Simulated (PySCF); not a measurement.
# One shape, several levels: BSiH3 (SMILES B[SiH])

Wanted: a comparison of 5 runs (UMP2/STO-3G, UCCSDT/STO-3G, UCISD/STO-3G, UCCSD(T)/STO-3G, FCI/STO-3G) of BSiH3. 

The calculation is run with PySCF 2.14.0.

13 further runs of the same task are left out: 1 that didn't finish, 12 set aside as unsound or not needed.

## Step 1: The system as given

BSiH3 has 5 atoms, charge 0, and is taken as a triplet. SMILES: `B[SiH]`. The B1–H3 distance was set to 1.768 Å, away from the relaxed value. At this shape a bond of the SMILES string is far longer than usual.

Bond lengths: B1–Si2 1.878 Å, B1–H4 1.176 Å, Si2–H5 1.476 Å. Angles: B1–Si2–H5 134.9°, Si2–B1–H4 121.0°. A long bond or contact: B1–H3 1.768 Å.

## Step 2: A single-point energy at UMP2/STO-3G (run 1)

File input.py:

```python
from pyscf import gto, mp

mol = gto.M(
    atom='''
B    0.341727  -0.751878  -0.084746
Si   1.309237   0.785742  -0.561856
H   -1.303690  -0.620750   0.549520
H    0.812047  -1.823448  -0.201366
H    1.034497   2.235492  -0.547216
''',
    verbose=4,
    max_memory=1860,
    spin=2,
    basis='sto-3g',
)

calc0 = mol.UHF()
calc0.conv_tol = 1e-10
calc0.kernel()
if not calc0.converged:
    calc0 = calc0.newton().run(calc0.mo_coeff, calc0.mo_occ)

pt = mp.MP2(calc0, frozen=6).run()
energy = pt.e_tot
print('E(%s) = %.9f' % ('MP2', energy))
```

The run is started by

```
$ OMP_NUM_THREADS=1 python input.py
```

What it wrote:

```text
PySCF version 2.14.0

[INPUT] num. atoms = 5
[INPUT] num. electrons = 22
[INPUT] charge = 0
[INPUT] spin (= nelec alpha-beta = 2S) = 2
[INPUT] symmetry False subgroup None
[INPUT] Mole.unit = angstrom
[INPUT] Symbol           X                Y                Z      unit          X                Y                Z       unit  Magmom
[INPUT]  1 B      0.341727000000  -0.751878000000  -0.084746000000 AA    0.645770439369  -1.420843499086  -0.160146730152 Bohr   0.0
[INPUT]  2 Si     1.309237000000   0.785742000000  -0.561856000000 AA    2.474099362147   1.484837184568  -1.061753961444 Bohr   0.0
[INPUT]  3 H     -1.303690000000  -0.620750000000   0.549520000000 AA   -2.463617051334  -1.173047491824   1.038442299971 Bohr   0.0
[INPUT]  4 H      0.812047000000  -1.823448000000  -0.201366000000 AA    1.534546430275  -3.445817322386  -0.380526590799 Bohr   0.0
[INPUT]  5 H      1.034497000000   2.235492000000  -0.547216000000 AA    1.954916006684   4.224467633656  -1.034088370980 Bohr   0.0

[... 27 lines left out ...]
WARN: HOMO -0.0283502617846086 >= LUMO -0.0417802951296736
[... 74 lines left out ...]
converged SCF energy = -311.482226115185  <S^2> = 2.1509267  2S+1 = 3.0989848
[... 1 line left out ...]
******** <class 'pyscf.mp.ump2.UMP2'> ********
nocc = (np.int64(6), np.int64(4)), nmo = (11, 11)
frozen orbitals 6
E(UMP2) = -311.548559729206  E_corr = -0.0663336140210393
E(SCS-UMP2) = -311.555500608617  E_corr = -0.0732744934328978
E_corr(same-spin) = -0.00729905006809545
E_corr(oppo-spin) = -0.0590345639529439
E(MP2) = -311.548559729
```

It took 0.58 s on 1 thread of Arm Neoverse V2, shared host; peak memory 0.12 GiB.

## Step 3: The energy at UCCSDT/STO-3G (run 2)

File job.py:

```python
from pyscf import gto, cc

mol = gto.Mole()
mol.atom = [
    ('B', (0.341727, -0.751878, -0.084746)),
    ('Si', (1.309237, 0.785742, -0.561856)),
    ('H', (-1.303690, -0.620750, 0.549520)),
    ('H', (0.812047, -1.823448, -0.201366)),
    ('H', (1.034497, 2.235492, -0.547216)),
]
mol.spin = 2
mol.max_memory = 1860
mol.verbose = 3
mol.charge = 0
mol.basis = 'sto-3g'
mol.build()

mf = mol.UHF()
mf.conv_tol = 1e-10
mf.kernel()
if not mf.converged:
    mf = mf.newton().run(mf.mo_coeff, mf.mo_occ)

mycc = cc.CCSDT(mf, frozen=6)
mycc.kernel()
e_tot = mycc.e_tot
print('E(%s) = %.9f' % ('CCSDT', e_tot))
```

The run is started by

```
$ OMP_NUM_THREADS=1 python job.py
```

What it wrote:

```text
WARN: HOMO -0.0283502617846086 >= LUMO -0.0417802951296736

converged SCF energy = -311.482226115185  <S^2> = 2.1509267  2S+1 = 3.0989848
_make_eris_incore_UCCSDT

WARN: A large `blksize_v_aaa` is being used, which may cause large memory consumption
      for storing contraction intermediates. If memory is sufficient, consider using
      `pyscf.cc.uccsdt_highm.UCCSDT` instead.

WARN: A large `blksize_v_aab` is being used, which may cause large memory consumption
      for storing contraction intermediates. If memory is sufficient, consider using
      `pyscf.cc.uccsdt_highm.UCCSDT` instead.

UCCSDT converged
E(UCCSDT) = -311.5962985488902   E_corr = -0.1140724337056252
E_corr(same-spin) = -0.00790521481089785
E_corr(oppo-spin) = -0.106167218894727
E(CCSDT) = -311.596298549
```

Run time: 1.1 s. Hardware: 1 thread of Arm Neoverse V2, shared host; peak memory 0.12 GiB.

Runs 3 to 4 aren't shown in full; the table further down has their settings and results.

## Step 4: The energy at FCI/STO-3G (run 5)

File calc.py:

```python
from pyscf import gto, mcscf

molecule = gto.Mole()
molecule.atom = [
    ('B', (0.341727, -0.751878, -0.084746)),
    ('Si', (1.309237, 0.785742, -0.561856)),
    ('H', (-1.303690, -0.620750, 0.549520)),
    ('H', (0.812047, -1.823448, -0.201366)),
    ('H', (1.034497, 2.235492, -0.547216)),
]
molecule.basis = 'sto-3g'
molecule.max_memory = 1860
molecule.charge = 0
molecule.spin = 2
molecule.verbose = 3
molecule.build()

myscf = molecule.ROHF()
myscf.conv_tol = 1e-10
myscf.kernel()
if not myscf.converged:
    myscf = myscf.newton().run(myscf.mo_coeff, myscf.mo_occ)

cas = mcscf.CASCI(myscf, myscf.mo_coeff.shape[-1] - 6, (molecule.nelec[0] - 6, molecule.nelec[1] - 6))  # full CI above the frozen core
cas.fix_spin_(ss=2.0)
cas.kernel()
e_final = cas.e_tot
print(f'total energy: {e_final:.8f} hartree')
```

The run is started by

```
$ OMP_NUM_THREADS=1 python calc.py
```

What it wrote:

```text
converged SCF energy = -311.477782653727
CASCI E = -311.596428575943  E(CI) = -17.3877024889022  S^2 = 2.0000000
total energy: -311.59642858 hartree
```

Wall time 3.6 s (1 thread of Arm Neoverse V2, shared host); peak memory 0.15 GiB.

## Step 5: Overview of the runs

```csv
run,level,energy (Eh),dipole moment (D) of the reference,HOMO energy (eV),LUMO energy (eV),wall time
1,UMP2/STO-3G,-311.548560,1.58,-5.72,5.52,0.58 s
2,UCCSDT/STO-3G,-311.596299,1.58,-5.72,5.52,1.1 s
3,UCISD/STO-3G,-311.584705,1.58,-5.72,5.52,0.62 s
4,UCCSD(T)/STO-3G,-311.595317,1.58,-5.72,5.52,0.6 s
5,FCI/STO-3G,-311.596429,1.88,–,–,3.6 s
```

## Step 6: Summary of results

```
                                          quantity          value
                               run 5: total energy  -311.59643 Eh
       run 5: dipole moment (Hartree–Fock density)         1.88 D
run 5: correlation energy (6 core orbitals frozen)     -118.6 mEh
```

**Reading.** Against full CI in this basis: UMP2 +47.9 mEh; UCCSDT +0.1 mEh; UCISD +11.7 mEh; UCCSD(T) +1.1 mEh. In runs 1, 2, 3, 4, 5 the basis is minimal, so the values are rough. Spin contamination of the reference: run 1 ⟨S²⟩ = 2.15, run 2 ⟨S²⟩ = 2.15, run 3 ⟨S²⟩ = 2.15, run 4 ⟨S²⟩ = 2.15. All runs together took 6.5 s, the longest 3.6 s.
